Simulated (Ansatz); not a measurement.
# C2F4+ (doublet): geometry and frequencies at several levels, part 2 of 2

The task, for C2F4+ (doublet): geometry and frequencies at several levels. Charge +1. Spin multiplicity 2.

Ansatz 0.2.0, Gaussian bases. The steps go on from the part before.

## (9) Relaxation, PBE-D4/def2-SVP

Contents of input.yaml:

```yaml
crystal:
  periodic: [false, false, false]
  atoms:
    - { symbol: F, position_ang: [-1.58337564, 0.72991614, -0.15577471] }
    - { symbol: C, position_ang: [-0.69592005, -0.16721015, 0.01264795] }
    - { symbol: F, position_ang: [-1.07265159, -1.36813804, 0.20402994] }
    - { symbol: C, position_ang: [0.69590586, 0.16725772, -0.01264584] }
    - { symbol: F, position_ang: [1.58335762, -0.72987817, 0.15575172] }
    - { symbol: F, position_ang: [1.07264379, 1.36818249, -0.20402906] }
magnetization:
  spin_polarized: true
  initial_magnetization: 1
total_charge: 1
basis:
  gaussian: { orbitals: def2-SVP }
hamiltonian:
  xc: pbe
  dispersion: d4
relax:
  f_tol: 0.002
  max_steps: 150
```

Run with:

```console
$ ansatz run input.yaml --threads 2 --pin off --max-ram 5120MiB --backend cpu --events-out ev --progress --plain --runs-dir out
```

Output, cut to the lines that bear on the results:

```text
Warning: RAYON_NUM_THREADS=2 ignored (pool sized by the plan → 2); use --threads N
[...]
Functional definition: PBE
[...]
908 factors; their error is unknown
[...]
mean field -12907.93018937 eV, -474.3576851500 hartree, gradient 1.6e-5 eV, S^2 0.751337; 0 other end points of the search recorded, 0 dependent functions left out
[...]
reference -12907.93020222 eV, -474.3576856223 hartree; 24, 23 occupied and 60, 61 virtual orbitals, 908 factors
relax step   1: F+E_penalty+E_count = -12908.00989773 eV  Δ(F+E_penalty+E_count) = +0.000e0 eV  max|allowed force component| = 1.019e-2 eV/Å  Δτ_max = 0.0000 Å  (27 SCF iters, accepted)
[...]
relax step   2: F+E_penalty+E_count = -12908.00990102 eV  Δ(F+E_penalty+E_count) = -3.290e-6 eV  max|allowed force component| = 3.352e-3 eV/Å  Δτ_max = 0.0001 Å  (19 SCF iters, accepted)
[...]
relax step   3: F+E_penalty+E_count = -12908.00990141 eV  Δ(F+E_penalty+E_count) = -3.951e-7 eV  max|allowed force component| = 1.634e-4 eV/Å  Δτ_max = 0.0001 Å  (19 SCF iters, accepted)
908 factors; their error is unknown
[...]
mean field -12907.93018965 eV, -474.3576851602 hartree, gradient 1.6e-5 eV, S^2 0.751337; 1 other end points of the search recorded, 0 dependent functions left out
[...]
reference -12907.93020250 eV, -474.3576856326 hartree; 24, 23 occupied and 60, 61 virtual orbitals, 908 factors
Total energy: -12908.00991427 eV, -474.3606149859 hartree
Atom 0 at    -1.583254     0.729781    -0.155745 Å, force    -0.000111    -0.000072     0.000035 eV/Å
Atom 1 at    -0.695882    -0.167202     0.012647 Å, force     0.000163     0.000027    -0.000047 eV/Å
Atom 2 at    -1.072608    -1.367962     0.203997 Å, force    -0.000140     0.000025     0.000013 eV/Å
Atom 3 at     0.695868     0.167248    -0.012644 Å, force    -0.000159    -0.000053    -0.000038 eV/Å
Atom 4 at     1.583238    -0.729740     0.155730 Å, force     0.000113     0.000087     0.000012 eV/Å
Atom 5 at     1.072598     1.368005    -0.204005 Å, force     0.000133    -0.000014     0.000025 eV/Å
Dipole moment:    -0.000000     0.000002     0.000004 e Å
```

It took 13 s on 2 threads of Intel Xeon at 2.50GHz (Skylake/Cascade Lake), shared host; peak memory 0.15 GiB.

Step by step:

```
step  energy from step 1 (eV)  largest force component (eV/Å)
   1                   0.0000                          0.0102
   2                   0.0000                          0.0034
   3                   0.0000                          0.0002
```

Step 1 is the start.

Before: Bond lengths: F1–C2 1.273 Å, C2–F3 1.273 Å, C2–C4 1.432 Å, C4–F5 1.273 Å, C4–F6 1.273 Å. Angles: F1–C2–F3 118.6°, F1–C2–C4 120.7°, F3–C2–C4 120.7°, C2–C4–F5 120.7°, C2–C4–F6 120.7°, F5–C4–F6 118.6°.

After: Bond lengths: F1–C2 1.273 Å, C2–F3 1.273 Å, C2–C4 1.432 Å, C4–F5 1.273 Å, C4–F6 1.273 Å. Angles: F1–C2–F3 118.6°, F1–C2–C4 120.7°, F3–C2–C4 120.7°, C2–C4–F5 120.7°, C2–C4–F6 120.7°, F5–C4–F6 118.6°.

## (10) Frequencies, PBE-D4/def2-SVP

Contents of input.yaml:

```yaml
crystal:
  periodic: [false, false, false]
  atoms:
    - { symbol: F, position_ang: [-1.58325389, 0.72978089, -0.15574531] }
    - { symbol: C, position_ang: [-0.69588174, -0.16720159, 0.01264736] }
    - { symbol: F, position_ang: [-1.07260826, -1.3679621, 0.20399724] }
    - { symbol: C, position_ang: [0.6958679, 0.16724772, -0.01264443] }
    - { symbol: F, position_ang: [1.58323827, -0.72974018, 0.1557303] }
    - { symbol: F, position_ang: [1.07259771, 1.36800525, -0.20400516] }
magnetization:
  spin_polarized: true
  initial_magnetization: 1
total_charge: 1
basis:
  gaussian: { orbitals: def2-SVP }
hamiltonian:
  xc: pbe
  dispersion: d4
phonons: {}
```

Run with:

```console
$ ansatz run input.yaml --threads 2 --pin off --max-ram 5120MiB --backend cpu --events-out ev --progress --plain --runs-dir out
```

Output, cut to the lines that bear on the results:

```text
Warning: RAYON_NUM_THREADS=2 ignored (pool sized by the plan → 2); use --threads N
[...]
Functional definition: PBE
[...]
908 factors; their error is unknown
[...]
mean field -12907.93018965 eV, -474.3576851602 hartree, gradient 1.3e-5 eV, S^2 0.751337; 0 other end points of the search recorded, 0 dependent functions left out
[...]
reference -12907.93020250 eV, -474.3576856326 hartree; 24, 23 occupied and 60, 61 virtual orbitals, 908 factors
[...]
908 factors; their error is unknown
mean field -12907.93007978 eV, -474.3576811227 hartree, gradient 2.2e-6 eV, S^2 0.751336; 0 other end points of the search recorded, 0 dependent functions left out
[...]
reference -12907.93009263 eV, -474.3576815950 hartree; 24, 23 occupied and 60, 61 virtual orbitals, 908 factors
[...]
908 factors; their error is unknown
[...]
reference -12907.93019517 eV, -474.3576853633 hartree; 24, 23 occupied and 60, 61 virtual orbitals, 908 factors
Total energy: -12908.00991427 eV, -474.3606149859 hartree
Atom 0 at    -1.583254     0.729781    -0.155745 Å, force    -0.000113    -0.000076     0.000032 eV/Å
Atom 1 at    -0.695882    -0.167202     0.012647 Å, force     0.000161     0.000031    -0.000046 eV/Å
Atom 2 at    -1.072608    -1.367962     0.203997 Å, force    -0.000137     0.000024     0.000015 eV/Å
Atom 3 at     0.695868     0.167248    -0.012644 Å, force    -0.000159    -0.000046    -0.000040 eV/Å
Atom 4 at     1.583238    -0.729740     0.155730 Å, force     0.000112     0.000083     0.000011 eV/Å
Atom 5 at     1.072598     1.368005    -0.204005 Å, force     0.000136    -0.000017     0.000028 eV/Å
Dipole moment:    -0.000000     0.000001     0.000005 e Å
Vibrations: 134.50 204.67 397.58 417.44 520.05 562.71 592.01 820.04 1271.59 1529.95 1531.86 1669.59 cm⁻¹, zero-point energy 0.598346 eV
```

It took 77 s on 2 threads of Intel Xeon at 2.50GHz (Skylake/Cascade Lake), shared host; peak memory 0.14 GiB.

Harmonic frequencies (cm⁻¹; negative: imaginary): 134, 205, 398, 417, 520, 563, 592, 820, 1272, 1530, 1532, 1670.

## (11) The levels compared

```tsv
level	F1–C2 (Å)	C2–F3 (Å)	C2–C4 (Å)	rotational constants (MHz)	highest frequency (cm⁻¹)	CPU time
HF/STO-3G	1.3121	1.3121	1.4575	5274.7, 3095, 1950.5	1790	11 s
HF/6-31G*	1.2472	1.2472	1.3985	5791.7, 3423, 2151.5	1940	28 s
LDA/def2-SVP	1.2585	1.2585	1.4204	5668.2, 3351, 2106	1724	17 s
PBE-D4/def2-SVP	1.2729	1.2729	1.4316	5552.7, 3279.9, 2061.9	1670	21 s
```

Constants are for the commonest isotopes at the equilibrium geometry; times are CPU times of the relaxations.

## (12) What came out

What follows sums up all 2 parts.

| quantity | value |
| --- | --- |
| F1–C2 at PBE-D4/def2-SVP | 1.273 Å |
| C2–F3 at PBE-D4/def2-SVP | 1.273 Å |
| C2–C4 at PBE-D4/def2-SVP | 1.432 Å |
| frequencies at PBE-D4/def2-SVP | 134 to 1670 cm⁻¹ |

The F–C distance spreads over 0.065 Å, from HF/6-31G* (shortest) to HF/STO-3G. No mode is imaginary, so the geometry is a minimum.
